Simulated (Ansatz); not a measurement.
# H4N: the cost of one run

Program: Ansatz 0.2.0. Level of theory: the levels named in each step. These are calculated values, not measurements.

### 1 The system as given

Bond lengths: N1–H2 1.030 Å, N1–H3 1.030 Å, N1–H4 1.030 Å, N1–H5 1.030 Å. Angles: H2–N1–H3 109.5°, H2–N1–H4 109.5°, H2–N1–H5 109.4°, H3–N1–H4 109.4°, H3–N1–H5 109.5°, H4–N1–H5 109.5°.

As a file:

```xyz
5

N     0.0000    0.0000    0.0000
H    -0.6713   -0.2752   -0.7308
H     0.0900    1.0257    0.0160
H    -0.3359   -0.3289    0.9162
H     0.9176   -0.4219   -0.2011
```

### 2 A rough first relaxation, PBE-D4/def2-SVP

This run stands in another session on the same molecule. It ended at:

```xyz
5

N     0.0000   -0.0001    0.0001
H    -0.6771   -0.2772   -0.7369
H     0.0906    1.0344    0.0158
H    -0.3387   -0.3320    0.9240
H     0.9255   -0.4255   -0.2026
```

### 3 Relaxation, PBE0-D4/def2-TZVPP

This run stands in another session on the same molecule. It ended at:

```xyz
5

N     0.0001   -0.0001    0.0001
H    -0.6667   -0.2729   -0.7255
H     0.0892    1.0184    0.0155
H    -0.3335   -0.3269    0.9097
H     0.9112   -0.4189   -0.1994
```

### 4 Frequencies, PBE0-D4/def2-TZVPP

input.yaml

```yaml
crystal:
  periodic: [false, false, false]
  atoms:
    - { symbol: "N", position_ang: [5.122e-05, -6.498e-05, 7.338e-05] }
    - { symbol: H, position_ang: [-0.66668751, -0.27287526, -0.72551854] }
    - { symbol: H, position_ang: [0.0891685, 1.01839873, 0.01554321] }
    - { symbol: H, position_ang: [-0.33347943, -0.32686072, 0.90969525] }
    - { symbol: H, position_ang: [0.91120723, -0.41892778, -0.19942331] }
total_charge: 1
basis:
  gaussian: { orbitals: def2-TZVPP }
hamiltonian:
  xc: pbe0
  dispersion: d4
phonons: {}
```

Launch:

```console
ansatz run input.yaml --threads 2 --pin off --max-ram 5120MiB --backend cpu --events-out ev --progress --plain --runs-dir out
```

What time and memory should one allow on 2 threads of Arm Neoverse V2, shared host?

About 3 s, with a peak of 0.11 GiB.
